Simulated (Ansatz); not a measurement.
Consider the homolysis of the B–Si bond: `B[SiH2]N` → `[BH2]`• + `N[SiH2]`•.

Gas-phase electronic energies from Ansatz, PBE0-D4/def2-TZVP geometries. CCSD(T)/CBS adds triple-zeta CCSD(T) − MP2 to the extrapolated MP2 energy (def2 sets, frozen cores). This one scheme is used for every species. DFT in def2-TZVPP. No spin–orbit coupling; open shells (•) take unrestricted orbitals. Each species was taken in one conformer, which may not be the lowest.

```json
{"level": "PBE0", "ΔE (kJ/mol)": "353.2"}
{"level": "HF/def2-SVP", "ΔE (kJ/mol)": "277.1"}
```

Question: What does CCSD(T)/CBS give? (Best estimate.)

Answer: Computed: +370.7 kJ/mol. The listed levels differ from it by -17.5, -93.6 kJ/mol.

Largest T1 diagnostic among the species: 0.015.

The D4 term adds +7.7 kJ/mol with B3LYP and +4.2 kJ/mol with PBE0; it sums over pairs of atoms, weighted by their polarisabilities, and B3LYP, whose exchange is more repulsive, gets the larger term. In def2-TZVPP, CCSD(T) changes the Hartree–Fock value by +90.1 kJ/mol (the triples alone add +5.1 kJ/mol) and MP2 by +89.3 kJ/mol; breaking electron pairs costs correlation energy, which Hartree–Fock lacks. From BLYP to BHLYP (50 % exact exchange), in def2-TZVPP and without D4, ΔE moves by +13.4 kJ/mol.

B3LYP here is the variant with VWN-RPA as its local correlation; programs differ in this.
